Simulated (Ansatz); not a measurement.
Input file:

```yaml
crystal:
  periodic: [false, false, false]
  atoms:
    - {symbol: Al, position_ang: [-0.493613, 0.000000, 0.323087]}
    - {symbol: C, position_ang: [1.043596, 0.000000, -0.833180]}
    - {symbol: H, position_ang: [0.777940, 0.000000, 1.279532]}
basis:
  gaussian: {orbitals: 6-31G}
magnetization: {spin_polarized: false}
correlation: {method: ccsdtq, electrons: outside_noble_gas}
```

```sh
$ ansatz run in.yaml --threads 1 --pin off --events-out ev --progress --plain --max-ram 2393MiB
```

The program prints:

```
517 factors; integrals over basis functions are off by at most 1.6e-7 eV
mean field evaluation 1: about -7619.0467 eV, gradient 1.0e1 eV
mean field evaluation 2: about -7619.0500 eV, gradient 1.0e1 eV
mean field evaluation 4: about -7619.7500 eV, gradient 2.2e0 eV
mean field evaluation 8: about -7619.8733 eV, gradient 2.7e-1 eV
mean field evaluation 16: about -7619.9074 eV, gradient 7.9e-1 eV
mean field evaluation 32: about -7619.8734 eV, gradient 2.6e-1 eV
mean field evaluation 64: about -7610.1187 eV, gradient 7.3e0 eV
mean field evaluation 96: about -7619.8759 eV, gradient 1.3e-6 eV
mean field evaluation 128: about -7610.7624 eV, gradient 3.3e0 eV
mean field evaluation 160: about -7620.0201 eV, gradient 1.4e-1 eV
...
cycle  24  -5.10155568 eV  change    4.1e-6 eV  update   1.0e-5
cycle  25  -5.10155530 eV  change    3.8e-7 eV  update   8.2e-6
cycle  26  -5.10156889 eV  change   -1.4e-5 eV  update   6.3e-6
cycle  27  -5.10157430 eV  change   -5.4e-6 eV  update   4.1e-6
cycle  28  -5.10157271 eV  change    1.6e-6 eV  update   3.1e-6
cycle  29  -5.10157434 eV  change   -1.6e-6 eV  update   2.2e-6
cycle  30  -5.10157367 eV  change    6.8e-7 eV  update   1.5e-6
cycle  31  -5.10157446 eV  change   -7.9e-7 eV  update   9.7e-7
cycle  32  -5.10157603 eV  change   -1.6e-6 eV  update   4.9e-7
cycle  33  -5.10157647 eV  change   -4.4e-7 eV  update   3.5e-7
Total energy: -7624.97745793 eV, -280.2127531834 hartree
```

For the same geometry and basis full CI lies 7.9 meV lower.

Ran on 1 thread of Arm Neoverse V2, shared host: 8 s wall, 0.13 GiB peak host memory.
